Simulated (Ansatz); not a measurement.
What does this script print? It uses Ansatz 0.2.0, Python API.

`cas.py`
```python
from dataclasses import dataclass

import ansatz as az
from ase import Atoms


@dataclass(frozen=True)
class Settings:
    basis: str = "cc-pVDZ"


settings = Settings()

atoms = Atoms(["O", "O", "H", "H"], positions=[
    (-0.28346, -0.63913, -0.12463),
    (0.28176, 0.64021, 0.12597),
    (-0.02092, -1.13435, 0.66204),
    (0.02262, 1.13327, -0.66338),
])
mol = az.Crystal.molecule_from_ase(atoms)

job = mol.calculation().basis(gaussian=settings.basis).correlation(active_electrons=2, active_orbitals=2)
for method in [None, "sc_nevpt2"]:
    rep = (job if method is None else job.correlation(method)).run(threads=1, backend="cpu").report
    space = rep["configurations"]
    state = space["states"][0]
    print(method or "casscf", f"total {rep['free_energy_ev'] / 27.211386246:.6f} Ha, active-space state {state['energy']['hartree']:.6f} Ha, mean field {rep['reference_energy_ev'] / 27.211386246:.6f} Ha")
    print("  determinants", state["n_determinants"], " natural occupations", [round(n, 3) for n in space["natural_occupations"]])
print("effectively unpaired electrons, sum of min(n, 2 - n):", round(sum(min(n, 2 - n) for n in space["natural_occupations"]), 3))
```

`python cas.py` gives:
```text
casscf total -150.825362 Ha, active-space state -150.825362 Ha, mean field -150.784125 Ha
  determinants 4  natural occupations [1.937, 0.063]
sc_nevpt2 total -151.167198 Ha, active-space state -150.825362 Ha, mean field -150.784125 Ha
  determinants 4  natural occupations [1.937, 0.063]
effectively unpaired electrons, sum of min(n, 2 - n): 0.125
```

What to keep in mind:
- Total energies depend on the basis set; only differences at equal settings carry meaning.
- The geometry is a force-field or estimated start, not a minimum of this method, and the basis set is short of its limit. The active space starts as a window about the frontier orbitals and is then optimised, not chosen by chemistry.
- It ran for 0.9 s on 1 thread of Intel(R) Xeon(R) Platinum 8375C CPU @ 2.90GHz (Ice Lake), on a shared host, peak memory 0.16 GiB.

(Lines on the test bed's own set-up are left out of the output.)
